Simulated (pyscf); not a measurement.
Thermochemistry of product channels of F–GeH•–F + hydrogen (H₂) on the doublet surface, in kcal/mol, from ωB97M-D3(BJ)/def2-TZVP energies (ideal gas, 1 atm, RRHO with modes under 100 cm⁻¹ raised to 100, one conformer, R ln 2 for chiral ones without a mode under 150 cm⁻¹). Structures and frequencies: ωB97X-D3(BJ)/def2-SVP in PySCF.

| products | ΔE | ΔH(298 K) | ΔG(298 K) | ΔG(600 K) |
|---|---|---|---|---|
| hydrogen fluoride (HF) + F–GeH₂• | +13.6 | +15.9 | +14.5 | +13.3 |
| hydrogen fluoride (HF) + F–GeH: [singlet] + H atom (H•) | +62.3 | +60.6 | +51.8 | +42.8 |

These are energies of the channels, which say nothing of barriers. Elements up to Kr have no core potential and no relativistic terms here.
